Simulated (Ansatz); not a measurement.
The input, for Ansatz 0.2.0:

```yaml
crystal:
  periodic: [false, false, false]
  atoms:
    - {symbol: Ge, position_ang: [0.000000, 0.000000, 0.000000]}
    - {symbol: C, position_ang: [0.000000, 0.000000, 2.658000]}
basis:
  gaussian: {orbitals: STO-3G}
total_charge: 1
magnetization: {spin_polarized: false, initial_magnetization: 1}
correlation: {method: fic_mrcisd_q, electrons: valence, active_space: {window: {electrons: 1, orbitals: 5}}}
```

```sh
$ ansatz run in.yaml --threads 1 --pin off --events-out ev --progress --plain --max-ram 2393MiB
```

Log:

```
234 factors; integrals over basis functions are off by at most 2.3e-5 eV
mean field evaluation 1: about -56831.9765 eV, gradient 1.7e1 eV
mean field evaluation 2: about -56831.9842 eV, gradient 1.7e1 eV
mean field evaluation 4: about -56834.0166 eV, gradient 1.1e1 eV
mean field evaluation 8: about -56835.1209 eV, gradient 2.4e-1 eV
mean field evaluation 16: about -56822.8094 eV, gradient 2.0e1 eV
mean field evaluation 32: about -56834.5884 eV, gradient 5.4e-2 eV
mean field evaluation 64: about -56835.1213 eV, gradient 5.5e-1 eV
mean field evaluation 96: about -56832.9129 eV, gradient 2.0e0 eV
mean field -56835.11927928 eV, -2088.6521092862 hartree, gradient 2.7e-6 eV, S^2 0.750000; 6 other end points of the search recorded, 0 dependent functions left out
reference -56835.11927928 eV, -2088.6521092862 hartree; 19, 18 occupied and 4, 5 virtual orbitals, 234 factors
state -56835.11927928 eV, -2088.6521092862 hartree
contracted CI cycle   1: correlation 0.00000000 eV, 0.0000000000 hartree, residual 7.13e0 eV
contracted CI cycle   2: correlation -2.41074514 eV, -0.0885932500 hartree, residual 2.13e0 eV
...
state -56835.11927928 eV, -2088.6521092862 hartree; corrected -56838.26700509 eV, -2088.7677860761 hartree
state -56834.58503830 eV, -2088.6324762921 hartree
...
contracted CI cycle   7: correlation -2.01192936 eV, -0.0739370403 hartree, residual 1.03e-1 eV
contracted CI cycle   8: correlation -2.01225732 eV, -0.0739490926 hartree, residual 4.29e-2 eV
contracted CI cycle   9: correlation -2.01233267 eV, -0.0739518617 hartree, residual 1.89e-2 eV
contracted CI cycle  10: correlation -2.01234811 eV, -0.0739524291 hartree, residual 1.50e-2 eV
contracted CI cycle  11: correlation -2.01235568 eV, -0.0739527072 hartree, residual 1.14e-2 eV
contracted CI cycle  12: correlation -2.01236166 eV, -0.0739529271 hartree, residual 5.31e-3 eV
contracted CI cycle  13: correlation -2.01236340 eV, -0.0739529910 hartree, residual 5.70e-3 eV
contracted CI cycle  14: correlation -2.01236531 eV, -0.0739530613 hartree, residual 4.97e-3 eV
contracted CI cycle  15: correlation -2.01236627 eV, -0.0739530964 hartree, residual 3.20e-3 eV
contracted CI cycle  16: correlation -2.01236663 eV, -0.0739531095 hartree, residual 1.22e-3 eV
state -56834.58503830 eV, -2088.6324762921 hartree; corrected -56836.81548757 eV, -2088.7144437910 hartree
state -56835.11927928 eV, -2088.6521092862 hartree; corrected -56838.26700509 eV, -2088.7677860761 hartree
Total energy: -56838.26700509 eV, -2088.7677860761 hartree
```

The active space holds one configuration alone, so it describes no static correlation.

Natural occupations: 1.0000 0.0000 0.0000 0.0000 0.0000.

Ran on 1 thread of Intel Xeon, shared host: 1.9 s wall, 0.1 GiB peak host memory.
